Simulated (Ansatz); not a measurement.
# CHN (quintet): from Hartree-Fock to the top rungs, def2-TZVPP

An exercise on one series of results from a longer session: the logs are not shown, and one member is left open.

The runs use Ansatz 0.2.0, Gaussian basis; def2-TZVPP, core rule «outside noble gas», up to 2 orbitals frozen.

The runs, in order: UHF; ROHF; CCSD(T) on UHF.

2 further runs of the same task are left out: 2 set aside as unsound or not needed.

**The system**

The geometry is a PBE0/def2-TZVP stationary point (not a proven minimum) of the parent state, kept for this charge and spin.

3 atoms, charge 0, spin multiplicity 5.

Atoms are counted from 1 here; the program's logs count them from 0.

Bond lengths: N1–C2 1.276 Å, C2–H3 1.109 Å. Angles: N1–C2–H3 121.1°.

The first run:

Input file in.yaml:

```yaml
crystal:
  periodic: [false, false, false]
  atoms:
    - {symbol: N, position_ang: [0.000000, 0.079164, 0.632274]}
    - {symbol: C, position_ang: [0.000000, -0.149608, -0.623475]}
    - {symbol: H, position_ang: [0.000000, 0.682652, -1.356932]}
basis:
  gaussian: {orbitals: def2-TZVPP}
magnetization: {spin_polarized: true, initial_magnetization: 4}
hamiltonian: {xc: hf}
output: {orbitals: {seedname: orbitals}}
```

Started as:

```sh
> ansatz run in.yaml --threads 1 --pin off --events-out ev --progress --plain --max-ram 4096MiB --backend cpu
```

Steps of the session up to this table: UHF; ROHF; CCSD(T) on UHF.

One of the session's tables, all rows but one given; the rest of the session is left out.

It belongs to the step «Misses and costs». 

| method | from UCCSD(T) (kJ/mol) |
| --- | --- |
| ROHF | +695.3 |
| UHF | ? |
| UMP2 | +98.9 |
| UCCSD | +18.6 |
| UCCSD(T) | 0 |

**Question.** Estimate the row for UHF.

As computed: from UCCSD(T) (kJ/mol): +671.8. In the column «from UCCSD(T) (kJ/mol)» it lies between UMP2 (+98.9) and ROHF (+695.3).
